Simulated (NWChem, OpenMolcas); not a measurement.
How basis sets differ on CH4FSi (SMILES C[SiH]F)

The species is CH4FSi (7 atoms), meant as a doublet with charge 0. SMILES: `C[SiH]F`. The coordinates come from a PBE0-D4/def2-TZVP relaxation.

Each level gives the dipole moment (D). The values are calculated.

| level | kind | program | value (D) | CPU time |
| --- | --- | --- | --- | --- |
| UHF/STO-3G | Hartree–Fock | OpenMolcas | 1.39 | 1.6 s |
| UHF/3-21G | Hartree–Fock | OpenMolcas | 2.19 | 2 s |
| UHF/6-31G* (spherical functions) | Hartree–Fock | NWChem | 1.88 | 7.6 s |
| UHF/6-31+G* (spherical functions) | Hartree–Fock | NWChem | 1.98 | 11 s |
| UHF/6-31++G** (spherical functions) | Hartree–Fock | NWChem | 1.98 | 17 s |
| UHF/aug-cc-pVDZ | Hartree–Fock | OpenMolcas | 1.90 | 14 s |

The values span 1.39 to 2.19 D. Sets without polarisation functions give poor dipoles. Without the sets that lack polarisation functions the rows with a basis span only 1.88 to 1.98 D. Times are those of the runs behind each value, whatever else they computed, on shared processors of several kinds: orders of magnitude only.
